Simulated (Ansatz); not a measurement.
Two structures of Si₂H₈S, singlet, reached by relaxing down either side of one saddle point (PBE0-D4/def2-TZVP). Energies are electronic, without zero-point energy. Ansatz 0.2.0; basis: def2-TZVPP and def2-QZVPP; cores frozen in the correlated methods. Extrapolation: Hartree–Fock as exp(−7.88 √X), correlation as X^−2.97. First:

| atom | x (Å) | y (Å) | z (Å) |
| --- | --- | --- | --- |
| Si1 | -1.1117 | -0.5644 | 1.5322 |
| S2 | 0.8677 | -0.6803 | 2.3246 |
| H3 | -1.2801 | 0.6162 | 0.6454 |
| H4 | -1.4715 | -1.7864 | 0.7701 |
| H5 | -1.9910 | -0.4255 | 2.7178 |
| H6 | 1.1822 | 1.6474 | -0.7513 |
| Si7 | 0.7055 | 0.7401 | -1.8245 |
| H8 | 1.4526 | -0.8281 | 1.1237 |
| H9 | -0.6582 | 1.1352 | -2.2546 |
| H10 | 1.6342 | 0.7985 | -2.9811 |
| H11 | 0.6704 | -0.6527 | -1.3025 |

Second:

```json
{"atom": "Si1", "x (Å)": "-1.4829", "y (Å)": "-0.3875", "z (Å)": "0.2022"}
{"atom": "S2", "x (Å)": "1.7365", "y (Å)": "-0.1018", "z (Å)": "2.2676"}
{"atom": "H3", "x (Å)": "-2.8474", "y (Å)": "-0.5870", "z (Å)": "-0.3628"}
{"atom": "H4", "x (Å)": "-1.0151", "y (Å)": "-1.6819", "z (Å)": "0.7615"}
{"atom": "H5", "x (Å)": "-1.5685", "y (Å)": "0.6252", "z (Å)": "1.2857"}
{"atom": "H6", "x (Å)": "2.1219", "y (Å)": "1.0747", "z (Å)": "1.7511"}
{"atom": "Si7", "x (Å)": "-0.0835", "y (Å)": "0.3401", "z (Å)": "-1.5251"}
{"atom": "H8", "x (Å)": "2.4759", "y (Å)": "-0.7907", "z (Å)": "1.3854"}
{"atom": "H9", "x (Å)": "-0.5987", "y (Å)": "1.6153", "z (Å)": "-2.0946"}
{"atom": "H10", "x (Å)": "1.3101", "y (Å)": "0.5690", "z (Å)": "-1.0583"}
{"atom": "H11", "x (Å)": "-0.0483", "y (Å)": "-0.6754", "z (Å)": "-2.6130"}
```

**Question.** Which bonds change from the first to the second?

**Answer.** SiH₄S ([SiH3][SH]) + SiH₄ → Si₂H₆ ([SiH3][SiH3]) + H₂S; bonds formed: Si1–Si7, S2–H6; bonds broken: Si1–S2, H6–Si7.

**Question.** Give the saddle point's structure and its height above each. (Judge from chemistry; the value comes from the calculation.)

**Answer.** Computed: 269.4 kJ/mol above the first and 216.7 kJ/mol above the second (CCSD(T) at an estimated basis limit (MP2 extrapolated from triple and quadruple zeta, plus CCSD(T) − MP2 in triple zeta)).
```json
{"atom": "Si1", "x (Å)": "-0.8680", "y (Å)": "-0.3475", "z (Å)": "0.7258"}
{"atom": "S2", "x (Å)": "1.2643", "y (Å)": "0.1036", "z (Å)": "2.0143"}
{"atom": "H3", "x (Å)": "-1.8285", "y (Å)": "-0.4382", "z (Å)": "-0.4497"}
{"atom": "H4", "x (Å)": "-0.7723", "y (Å)": "-1.7671", "z (Å)": "1.1326"}
{"atom": "H5", "x (Å)": "-1.5014", "y (Å)": "0.6772", "z (Å)": "1.5833"}
{"atom": "H6", "x (Å)": "0.6758", "y (Å)": "0.3113", "z (Å)": "0.3301"}
{"atom": "Si7", "x (Å)": "0.2520", "y (Å)": "0.5384", "z (Å)": "-1.4079"}
{"atom": "H8", "x (Å)": "1.8558", "y (Å)": "-1.0360", "z (Å)": "1.6198"}
{"atom": "H9", "x (Å)": "-0.7627", "y (Å)": "1.5749", "z (Å)": "-1.7097"}
{"atom": "H10", "x (Å)": "1.6222", "y (Å)": "1.0780", "z (Å)": "-1.6296"}
{"atom": "H11", "x (Å)": "0.0628", "y (Å)": "-0.6946", "z (Å)": "-2.2092"}
```

T1 diagnostic: at most 0.015.

Labels in which every atom is bracketed show which atoms are joined, not bond orders.

For scale, one of the runs: CCSD(T)/def2-TZVPP, 238 basis functions, launched by `ansatz run in.yaml --threads 4 --pin off --events-out ev --progress --plain --max-ram 9574MiB`. Hardware: 4 CPU threads of an Arm Neoverse V2, shared host. Wall time 51 s; peak host memory 3.9 GiB.
